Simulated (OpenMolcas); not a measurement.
# CH3F (fluoromethane) at 6 levels

We compute a comparison of 6 runs (HF/STO-3G, SVWN5/STO-3G, UPBE/STO-3G, MP2/STO-3G, ACPF/STO-3G, CISD/STO-3G) of CH3F (fluoromethane). 

Program for the calculation: OpenMolcas 26.06.

1 further run of the same task is left out (for a known fault of the program).

**1. The molecule**

CH3F has 5 atoms, charge 0, and is taken as a singlet. SMILES: `CF`. The C1–H4 distance was set to 1.366 Å, away from the relaxed value.

Bond lengths: C1–F2 1.376 Å, C1–H3 1.092 Å, C1–H5 1.092 Å. Angles: F2–C1–H3 109.1°, F2–C1–H5 109.1°, H3–C1–H5 109.9°. A long bond or contact: C1–H4 1.366 Å.

**2. The energy at HF/STO-3G (run 1)**

The input, test.inp:

```
&gateway
 baslib=$CurrDir
 basisset
 C.STO-3G....
 C1 -0.037175 -0.157876 0.202751 angstrom
 End of Basis
 basisset
 F.STO-3G....
 F2 1.107625 -0.901276 0.026351 angstrom
 End of Basis
 basisset
 H.STO-3G....
 H3 -0.905175 -0.817676 0.136951 angstrom
 H4 -0.104800 0.796000 -0.772000 angstrom
 H5 -0.006275 0.317724 1.185651 angstrom
 End of Basis

&seward

&scf
 thresholds=1e-10 1e-07 1e-07 1e-05
 prorbitals=1 1
```

The basis set STO-3G is read from a file made from the Basis Set Exchange's data (not shown).

Started as:

```bash
$ export MOLCAS_MEM=1860
$ pymolcas test.inp > test.log
```

Standard output:

```text
--- Start Module: gateway ---
[...]
--- Stop Module: gateway /rc=_RC_ALL_IS_WELL_ ---
--- Start Module: seward ---
[...]
      Basis functions           13
--- Stop Module: seward /rc=_RC_ALL_IS_WELL_ ---
--- Start Module: scf ---
[...]
       Convergence after  10 Iterations
[...]
::    Total SCF energy                               -137.1278688097
[...]
      Total spin, S                                     0.0000000000
[...]
      Total electronic charge=   18.000000
      Total            charge=   -0.000000
[...]
      Dipole Moment (debye):
      Origin of the operator (angstrom)=    0.5753   -0.5502    0.1025
                   X= -9.2841E-01               Y=  5.2573E-01               Z=  2.2656E-01           Total=  1.0907E+00
      Quadrupole Moment (debye*angstrom):
[...]
--- Stop Module: scf /rc=_RC_ALL_IS_WELL_ ---
[...]
```

Run time: 1.4 s. Hardware: 1 thread of Arm Neoverse V2, shared host; peak memory 0.37 GiB.

**3. The energy at SVWN5/STO-3G (run 2)**

The input, test.inp:

```
* CH3F Kohn-Sham DFT

&gateway
  baslib = $CurrDir
  basisset
  C.STO-3G....
  C1 -0.037175 -0.157876 0.202751 angstrom
  End of Basis
  basisset
  F.STO-3G....
  F2 1.107625 -0.901276 0.026351 angstrom
  End of Basis
  basisset
  H.STO-3G....
  H3 -0.905175 -0.817676 0.136951 angstrom
  H4 -0.104800 0.796000 -0.772000 angstrom
  H5 -0.006275 0.317724 1.185651 angstrom
  End of Basis

&seward
  gridinput
  Grid=UltraFine
  End of Grid

&scf
  ksdft = SVWN5
  thresholds = 1e-10 1e-07 1e-07 1e-05
  prorbitals = 1 1
```

The basis set STO-3G is read from a file made from the Basis Set Exchange's data (not shown).

Started as:

```bash
$ export MOLCAS_MEM=1860
$ pymolcas test.inp > test.log
```

Standard output:

```text
--- Start Module: gateway ---
[...]
--- Stop Module: gateway /rc=_RC_ALL_IS_WELL_ ---
--- Start Module: seward ---
[...]
      Basis functions           13
--- Stop Module: seward /rc=_RC_ALL_IS_WELL_ ---
--- Start Module: scf ---
[...]
       Convergence after  13 Iterations
[...]
::    Total KS-DFT energy                            -136.7233553440
[...]
      Total spin, S                                     0.0000000000
[...]
      Total electronic charge=   18.000000
      Total            charge=   -0.000000
[...]
      Dipole Moment (debye):
      Origin of the operator (angstrom)=    0.5753   -0.5502    0.1025
                   X= -6.2802E-01               Y=  2.8130E-01               Z=  2.3373E-01           Total=  7.2675E-01
      Quadrupole Moment (debye*angstrom):
[...]
--- Stop Module: scf /rc=_RC_ALL_IS_WELL_ ---
[...]
```

It took 3.3 s on 1 thread of Arm Neoverse V2, shared host; peak memory 0.37 GiB.

Runs 3 to 5 aren't shown in full; the table further down has their settings and results.

**4. A single-point energy at CISD/STO-3G (run 6)**

The input, test.input:

```
&GATEWAY
 BasLib=$CurrDir
 BasisSet
 C.STO-3G....
 C1 -0.037175 -0.157876 0.202751 angstrom
 End of Basis
 BasisSet
 F.STO-3G....
 F2 1.107625 -0.901276 0.026351 angstrom
 End of Basis
 BasisSet
 H.STO-3G....
 H3 -0.905175 -0.817676 0.136951 angstrom
 H4 -0.104800 0.796000 -0.772000 angstrom
 H5 -0.006275 0.317724 1.185651 angstrom
 End of Basis

&SEWARD

&SCF
 Thresholds=1e-10 1e-07 1e-07 1e-05
 PrOrbitals=1 1

&MOTRA
 Frozen=2

&GUGA
 Electrons=14
 Spin=1
 Inactive=7
 Active=0
 CIAll=1

&CPF
 SDCI
```

The basis set STO-3G is read from a file made from the Basis Set Exchange's data (not shown).

Started as:

```bash
$ export MOLCAS_MEM=1860
$ pymolcas test.input > test.log
```

Standard output:

```text
--- Start Module: gateway ---
[...]
--- Stop Module: gateway /rc=_RC_ALL_IS_WELL_ ---
[...]
      Basis functions           13
[...]
       Convergence after  10 Iterations
[...]
::    Total SCF energy                               -137.1278688097
[...]
      Total spin, S                                     0.0000000000
[...]
      *** WARNING: Default frozen orbitals is overwritten by user input.
      *** Default values:   2
[...]
--- Start Module: guga ---
[...]
--- Stop Module: guga /rc=_RC_ALL_IS_WELL_ ---
--- Start Module: cpf ---
[...]
      Active orbitals                            0       0
[...]
      Spin quantum number                      0.0
[...]
     FINAL CI ENERGY          -137.23081002
     FINAL CORRELATION ENERGY   -0.10294121  REFERENCE ENERGY    -137.12786881
[...]
     REL. CI ENERGY           -137.23081002
[...]
      Total electronic charge=   18.000000
      Total            charge=    0.000000
[...]
      Dipole Moment (debye):
      Origin of the operator (angstrom)=    0.5753   -0.5502    0.1025
                   X= -7.1425E-01               Y=  3.6335E-01               Z=  2.1880E-01           Total=  8.3070E-01
      Quadrupole Moment (debye*angstrom):
[...]
--- Stop Module: cpf /rc=_RC_ALL_IS_WELL_ ---
[...]
```

It took 1.6 s on 1 thread of Arm Neoverse V2, shared host; peak memory 0.37 GiB.

**5. The series**

```csv
run,level,integration grid,scramble,energy (Eh),dipole moment (D) of the reference,HOMO energy (eV),LUMO energy (eV),wall time
1,HF/STO-3G,–,–,-137.127869,1.09,-10.63,12.60,1.4 s
2,SVWN5/STO-3G,UltraFine,–,-136.723355,0.73,-2.94,6.00,3.3 s
3,UPBE/STO-3G,UltraFine,0.25,-137.617046,0.66,-3.15,5.75,4.8 s
4,MP2/STO-3G,–,–,-137.204994,1.09,-10.63,12.60,1.5 s
5,ACPF/STO-3G,–,–,-137.236691,1.09,-10.63,12.60,1.6 s
6,CISD/STO-3G,–,–,-137.230810,1.09,-10.63,12.60,1.6 s
```

**6. What came out**

| quantity | value |
| --- | --- |
| run 6: total energy | -137.23081 Eh |
| run 6: dipole moment (mean-field density) | 1.09 D |
| run 6: HOMO energy (Hartree–Fock orbitals) | -10.63 eV |
| run 6: LUMO energy (Hartree–Fock orbitals) | 12.60 eV |
| run 6: HOMO–LUMO gap (Hartree–Fock orbitals) | 23.22 eV |
| run 6: correlation energy (2 core orbitals frozen) | -102.9 mEh |

What this shows: Below the HF energy at the same shape and in the same basis (STO-3G): MP2 -77.1 mEh; ACPF -108.8 mEh; CISD -102.9 mEh. Over runs 1, 2, 3 the dipole moment (its size) runs from 0.66 D (UPBE/STO-3G) to 1.09 D (HF/STO-3G). Over runs 1, 2, 3 the HOMO–LUMO gap runs from 8.90 eV (UPBE/STO-3G) to 23.22 eV (HF/STO-3G). Totals of different functionals can't be ranked against each other. In runs 1, 2, 3, 4, 5, 6 the basis is minimal, so the values are rough. All runs together took 14 s, the longest 4.8 s.
